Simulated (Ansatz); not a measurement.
One change: `C#CCOC=C` becomes `C#CCO`.

Ansatz, PBE0-D4/def2-TZVP geometries, multiplicity 1. Each molecule was computed in one conformer, which needn't be the lowest.

```json
{"property": "ideal-gas entropy at 298 K and 1 bar (rigid rotor, harmonic PBE0-D4/def2-TZVP) / J/(mol·K)", "`C#CCOC=C`": "330"}
{"property": "size of the dipole moment (PBE/def2-TZVPP) / D", "`C#CCOC=C`": "0.76"}
{"property": "size of the dipole moment (ωB97M-V/def2-TZVPP) / D", "`C#CCOC=C`": "0.83"}
{"property": "LUMO energy (ωB97M-V/def2-TZVPP) / eV", "`C#CCOC=C`": "2.52"}
{"property": "LUMO energy (PBE/def2-TZVPP) / eV", "`C#CCOC=C`": "-0.63"}
{"property": "LUMO energy (PBE0/def2-TZVPP) / eV", "`C#CCOC=C`": "0.45"}
```

Problem. What does the change do to each property? (An estimate is asked.)

Solution. Ansatz gave: 
```tsv
property	`C#CCO`	shift
ideal-gas entropy at 298 K and 1 bar (rigid rotor, harmonic PBE0-D4/def2-TZVP) / J/(mol·K)	285	-45
size of the dipole moment (PBE/def2-TZVPP) / D	1.25	0.49
size of the dipole moment (ωB97M-V/def2-TZVPP) / D	1.36	0.53
LUMO energy (ωB97M-V/def2-TZVPP) / eV	2.19	-0.33
LUMO energy (PBE/def2-TZVPP) / eV	-0.67	-0.04
LUMO energy (PBE0/def2-TZVPP) / eV	0.34	-0.11
```

With PBE0 the HOMO falls by 0.91 eV and the LUMO falls by 0.11 eV, so the gap widens by about 0.80 eV. PBE moves the HOMO by -0.72 eV and ωB97M-V by -0.95 eV. The zero-point energy changes by -87.7 kJ/mol with -12 modes. Dipoles are sizes alone; their direction can turn.

Positive LUMOs are unbound, so they and the gaps depend on the basis.
